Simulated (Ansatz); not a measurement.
Cost and result for the atomization energy of C$_{3}$H$_{6}$N$_{2}$, SMILES `C=NC(=C)N` (11 atoms, 10 bonds).

```json
{"atom": "C1", "x (Å)": "-0.952", "y (Å)": "-1.063", "z (Å)": "1.188"}
{"atom": "N2", "x (Å)": "0.123", "y (Å)": "-0.411", "z (Å)": "1.084"}
{"atom": "C3", "x (Å)": "0.369", "y (Å)": "0.294", "z (Å)": "-0.104"}
{"atom": "C4", "x (Å)": "-0.536", "y (Å)": "1.108", "z (Å)": "-0.668"}
{"atom": "N5", "x (Å)": "1.673", "y (Å)": "0.140", "z (Å)": "-0.529"}
{"atom": "H6", "x (Å)": "-1.169", "y (Å)": "-1.573", "z (Å)": "2.126"}
{"atom": "H7", "x (Å)": "-1.683", "y (Å)": "-1.138", "z (Å)": "0.375"}
{"atom": "H8", "x (Å)": "-1.496", "y (Å)": "1.266", "z (Å)": "-0.198"}
{"atom": "H9", "x (Å)": "-0.294", "y (Å)": "1.696", "z (Å)": "-1.544"}
{"atom": "H10", "x (Å)": "1.854", "y (Å)": "0.402", "z (Å)": "-1.483"}
{"atom": "H11", "x (Å)": "2.112", "y (Å)": "-0.721", "z (Å)": "-0.248"}
```

Charge 0, multiplicity 1. All single points use the PBE0-D4/def2-TZVP geometry. It is one conformer, not always the lowest. Program: Ansatz. All runs use 4 threads of an AMD EPYC 7B13 on a shared host. Times are those of one run each, without the atoms' runs, and a repeat can differ threefold. Electronic energies, without spin–orbit coupling; frozen cores. CCSD(T)/CBS adds CCSD(T) − MP2 in def2-TZVPP to the MP2 limit, and its time is that of the two runs behind it. T1 = 0.013; the RHF reference is unstable towards UHF. B3LYP takes the VWN-RPA correlation (the form of Gaussian; ORCA's B3LYP/G). HSE06 is the plane-wave form, built on full-range PBE exchange.

CCSD(T)/CBS is a level of theory with its own doubt, some kJ/mol a heavy atom from the limit and from the frozen cores, so smaller differences don't rank the functionals.

| level | functions | wall time | atomization (kJ/mol) | difference from CCSD(T)/CBS | per bond |
| --- | --- | --- | --- | --- | --- |
| LDA (SPW92)/def2-TZVPP | 239 | 0.95 s | 5156.9 | 747.5 | 74.8 |
| BLYP-D4/def2-TZVPP | 239 | 1.4 s | 4483.3 | 73.9 | 7.4 |
| PBE0-D4/def2-TZVPP | 239 | 1.8 s | 4466.9 | 57.5 | 5.8 |
| CAM-B3LYP-D4/def2-TZVPP | 239 | 2.1 s | 4459.9 | 50.5 | 5.1 |
| HSE06-D4/def2-TZVPP | 239 | 2.2 s | 4471.2 | 61.8 | 6.2 |
| r2SCAN-D4/def2-TZVPP (with forces) | 239 | 2.6 s | 4423.6 | 14.2 | 1.4 |
| B3LYP-D4/def2-TZVPP (with forces) | 239 | 2.8 s | 4454.9 | 45.5 | 4.6 |
| r2SCANh-D4/def2-TZVPP | 239 | 2.9 s | 4386.4 | -23.0 | -2.3 |
| CCSD(T)/def2-SVP | 100 | 3.6 s | 4175.8 | -233.6 | -23.4 |
| B97M-V/def2-TZVPP | 239 | 4.4 s | 4428.5 | 19.1 | 1.9 |
| MP2/def2-QZVPP | 465 | 17 s | 4438.6 | 29.2 | 2.9 |
| CCSD(T)/def2-TZVPP | 239 | 74 s | 4279.7 | -129.7 | -13.0 |
| CCSD(T)/CBS(def2) | – | 91 s | 4409.4 | 0.0 | 0.0 |

At CCSD(T), def2-SVP lies −233.5 kJ/mol from the extrapolated value and def2-TZVPP −129.6 kJ/mol: correlation converges slowly with the basis, and small sets miss more of it in the bonded molecule than in its fragments. From r2SCAN to r2SCAN0 (25 % exact exchange), in def2-TZVPP and without D4, the atomization energy moves by −91.4 kJ/mol: exact exchange takes away binding that semilocal exchange gives to molecules. In def2-TZVPP, CCSD(T) changes the Hartree–Fock value by +1245.4 kJ/mol (the triples alone add +84.8 kJ/mol) and MP2 by +1327.4 kJ/mol; breaking electron pairs costs correlation energy, which Hartree–Fock lacks.
